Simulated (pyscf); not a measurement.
Single points on ωB97X-D3(BJ)/def2-SVP structures (PySCF, gas phase). MP2 and CC: frozen core, UHF for open shells. ΔMP2 is the change of the MP2 total energy from the triple- to the quadruple-zeta basis.

What are the homolytic bond dissociation enthalpies (298 K) of H₃Si–O–SiH₃ at CCSD(T)/def2-TZVPP + ΔMP2(QZVPP), weakest first?

H–Si to •H₂Si–O–SiH₃ + H•: 389.8 kJ/mol; O–Si to SiH₃• + •O–SiH₃: 538.1 kJ/mol. Ring and multiple bonds, and those that leave no two simple radicals, are not listed. •O–SiH₃ lies 104.0 kJ/mol over its isomer HO–SiH₂•, and others may lie lower still (electronic energy, ωB97M-D3(BJ)). Other isomers of •H₂Si–O–SiH₃ were not searched in full and may lie lower. The CCSD(T) − MP2 part came from Ansatz, without density fitting, on the same reference.
